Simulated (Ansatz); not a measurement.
One crystal and one scan (energy against volume) at two levels, PBE (plane waves to 420 eV, PAW, scalar-relativistic; Ansatz, a first-principles code) and r2SCAN (plane waves to 500 eV, PAW, scalar-relativistic; Ansatz), each from its own relaxed cell and on its own mesh. The cell shown is that of PBE.

W (bcc, W type)

```
W
1.0
   -1.59183     1.59183     1.59183
    1.59183    -1.59183     1.59183
    1.59183     1.59183    -1.59183
W
1
Direct
  0.00000   0.00000   0.00000
```

Equation-of-state scan: isotropic scaling of the cell above, V₀ being its volume. Symmetry pins the atoms to their sites.

The energy includes the smearing's −TS. Spin-orbit coupling is left out, though W is heavy. The PAW data are Ansatz's earlier set. W is run without spin polarisation. W was relaxed with its symmetry unable to fall. Both scans cover V/V₀ from 0.900 to 1.100.

ΔE (meV/atom), each from the relaxed starting cell of its own level:

```json
[
 {"V/V₀": "0.900", "PBE": "184", "r2SCAN": "withheld"},
 {"V/V₀": "0.925", "PBE": "99", "r2SCAN": "101"},
 {"V/V₀": "0.950", "PBE": "42", "r2SCAN": "43"},
 {"V/V₀": "0.975", "PBE": "10", "r2SCAN": "10"},
 {"V/V₀": "1.000", "PBE": "0", "r2SCAN": "0"},
 {"V/V₀": "1.025", "PBE": "9", "r2SCAN": "10"},
 {"V/V₀": "1.050", "PBE": "35", "r2SCAN": "37"},
 {"V/V₀": "1.075", "PBE": "76", "r2SCAN": "79"},
 {"V/V₀": "1.100", "PBE": "130", "r2SCAN": "135"}
]
```

Task: Estimate the r2SCAN value at 0.900 from the PBE value there and the ratio of the two levels in the two nearest given rows on that side of the minimum.

Result: At 0.925 and 0.950 the ratio r2SCAN/PBE averages 1.022, which gives 1.022 × 184 = 188 meV/atom. The calculation gives 189 meV/atom, +2.7 % against PBE.

(A scan under strain: stresses follow from slopes of the energy per volume, elastic moduli from its curvatures.)
